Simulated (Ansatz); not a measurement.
Two isomers of CH7Si2: A = `C[SiH2][SiH2]`•, B = `[SiH2]C[SiH3]`•.

Program: Ansatz. Geometries: PBE0-D4/def2-TZVP. ΔE: electronic, gas phase. CCSD(T)/CBS adds triple-zeta CCSD(T) − MP2 to the extrapolated MP2 energy (def2 sets, frozen cores). DFT in def2-TZVPP. B3LYP here is the variant with VWN-RPA as its local correlation; programs differ in this. Open shells (•) are unrestricted, without spin–orbit coupling.

(1) Which is lower in electronic energy at CCSD(T)/CBS, and by how much? (Estimate.)

(2) Give E(B) − E(A) in kcal/mol with MP2/def2-TZVPP, PBE-D4, CCSD/def2-TZVPP, HF/def2-TZVPP, B3LYP-D4, ωB97M-V, r2SCAN-D4. (Best estimate.)

(3) Does the order hold for the free energy at 298.15 K (harmonic terms from PBE0-D4)? (Best estimate.)

Largest T1 diagnostic: 0.013.

Answers

(1) The calculation gave: A, by 3.7 kcal/mol.

(2) The calculation gave: MP2/def2-TZVPP 1.9, PBE-D4 6.3, CCSD/def2-TZVPP 3.5, HF/def2-TZVPP 2.0, B3LYP-D4 4.2, ωB97M-V 3.1, r2SCAN-D4 4.9. None reverses the order clearly.

(3) The calculation gave: Yes: G(B) − G(A) = +2.5 kcal/mol.

From BLYP to BHLYP (50 % exact exchange), in def2-TZVPP and without D4, E(B) − E(A) moves by −1.6 kcal/mol. Leaving LDA and LC-ωPBE aside and taking each functional with its dispersion term where it has one, the values spread over 3.2 kcal/mol, from ωB97M-V to PBE-D4. LDA lies −1.0 kcal/mol from PBE without D4.
